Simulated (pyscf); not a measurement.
Thermochemistry of product channels of H₂C=SiH₂ (SMILES C=[SiH2]) + CH₃• (SMILES [CH3]) on the doublet surface, in kcal/mol, from CCSD(T)/def2-TZVPP + ΔMP2(QZVPP) energies (ideal gas, 1 atm, RRHO with modes under 100 cm⁻¹ raised to 100, one conformer, R ln 2 for chiral ones without a mode under 150 cm⁻¹). Single points on ωB97X-D3(BJ)/def2-SVP structures (PySCF, gas phase). MP2 and CC: frozen core, UHF for open shells. ΔMP2 is the change of the MP2 total energy from the triple- to the quadruple-zeta basis.

```json
[
 {"products": "H₃C–CH•–SiH₃ (SMILES C[CH][SiH3])", "ΔE": "-46.8", "ΔH(298 K)": "-43.9", "ΔG(600 K)": "-25.4", "ΔG(1200 K)": "-7.2"},
 {"products": "•H₂C–SiH₂–CH₃ (SMILES [CH2][SiH2]C)", "ΔE": "-55.2", "ΔH(298 K)": "-52.2", "ΔG(600 K)": "-33.9", "ΔG(1200 K)": "-16.3"},
 {"products": "CH₂ (SMILES [CH2]) [triplet] + H₃C–SiH₂• (SMILES C[SiH2])", "ΔE": "…", "ΔH(298 K)": "+46.1", "ΔG(600 K)": "+42.8", "ΔG(1200 K)": "+39.4"},
 {"products": "H₂C=SiH–CH₃ (SMILES C=[SiH]C) + H• (SMILES [H])", "ΔE": "+3.4", "ΔH(298 K)": "+3.2", "ΔG(600 K)": "+7.8", "ΔG(1200 K)": "+11.1"},
 {"products": "H₃C–CH₂–SiH₂• (SMILES CC[SiH2])", "ΔE": "…", "ΔH(298 K)": "-48.6", "ΔG(600 K)": "-28.3", "ΔG(1200 K)": "-7.7"},
 {"products": "•H₂C–CH₂–SiH₃ (SMILES [CH2]C[SiH3])", "ΔE": "-44.6", "ΔH(298 K)": "-42.4", "ΔG(600 K)": "-22.9", "ΔG(1200 K)": "-4.1"},
 {"products": "H₃C–SiH•–CH₃ (SMILES C[SiH]C)", "ΔE": "-65.3", "ΔH(298 K)": "-59.7", "ΔG(600 K)": "-40.6", "ΔG(1200 K)": "-21.5"},
 {"products": "H₃C–CH₂–SiH: (SMILES CC[SiH]) [singlet] + H• (SMILES [H])", "ΔE": "…", "ΔH(298 K)": "+19.0", "ΔG(600 K)": "+23.6", "ΔG(1200 K)": "+27.3"}
]
```

Q: Fill in the missing entries.

A: 
- CH₂ (SMILES [CH2]) [triplet] + H₃C–SiH₂• (SMILES C[SiH2]), ΔE: +46.7
- H₃C–CH₂–SiH₂• (SMILES CC[SiH2]), ΔE: -53.9
- H₃C–CH₂–SiH: (SMILES CC[SiH]) [singlet] + H• (SMILES [H]), ΔE: +18.4

These are energies of the channels, which say nothing of barriers. H₂C=SiH–CH₃ lies 7.5 kcal/mol over its isomer H₂C=CH–SiH₃ (electronic energy, ωB97M-D3(BJ)/def2-TZVP). H₃C–CH₂–SiH: [singlet] lies 20.7 kcal/mol over its isomer H₂C=CH–SiH₃ (electronic energy, ωB97M-D3(BJ)/def2-TZVP). The CCSD(T) − MP2 part came from Ansatz, without density fitting, on the same reference.
